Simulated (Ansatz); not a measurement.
**Equilibrium of BH(CH3)2 ⇌ BH(CH2)(CH3) + H at process temperatures**

Species: BH(CH3)2, singlet; BH(CH2)(CH3), doublet; H atom, doublet. 

The electronic reaction energy at CCSD(T)/CBS estimate is +427.7 kJ/mol. Shapes: PBE0-D4/def2-TZVP. Flexible molecules stand in one conformer, not always the lowest. Programs: Ansatz 0.2.0. Enthalpy and entropy come from rigid-rotor, harmonic-oscillator sums on unscaled PBE0-D4/def2-TZVP wavenumbers, ideal gases at 1 bar. Symmetry numbers: BH(CH3)2 2, BH(CH2)(CH3) 1. R = 8.3145 J/(mol K).

| T (K) | ΔH (kJ/mol) | ΔS (J/(mol K)) |
| --- | --- | --- |
| 500 | +404.4 | +131.7 |
| 700 | ? | ? |
| 900 | +408.7 | +138.2 |

Work out ln K at 500 and 900 K, and from these estimate it at 700 K.


1. 500 K: ΔG = +404.4 − 500 × (+131.7)/1000 = +338.5 kJ/mol; ln K = −ΔG/RT = -81.42.
2. 900 K: ΔG = +408.7 − 900 × (+138.2)/1000 = +284.3 kJ/mol; ln K = −ΔG/RT = -37.99.
3. Slope against 1000/T: (-37.99 − (-81.42))/(1.1111 − 2.0000) = -48.86, that is −ΔH/R with ΔH near +406 kJ/mol.
4. 700 K: ln K = -81.42 + (-48.86) × (1.4286 − 2.0000) = -53.50.

The full sums give ΔH = +406.9 kJ/mol, ΔS = +135.9 J/(mol K), ΔG = +311.8 kJ/mol and ln K = -53.57 at 700 K, so the line is off by +0.07 in ln K; without rounding the miss is +0.05, from the change of ΔH with temperature. The reactants are favoured over this whole range. The number of molecules rises, which sets the sign of ΔS, and lower pressure favours the products. An error of 10 kJ/mol in the energy moves ln K by 1.7 at 700 K. Soft modes are treated as harmonic, which can err either way at these temperatures; the lowest are those of BH(CH3)2 (94 cm⁻¹), BH(CH2)(CH3) (73 cm⁻¹). Other conformers aren't counted. Open shells run unrestricted. The CBS estimate extrapolates MP2 from def2-TZVPP and def2-QZVPP and adds CCSD(T) − MP2 in the triple-zeta set, cores frozen.
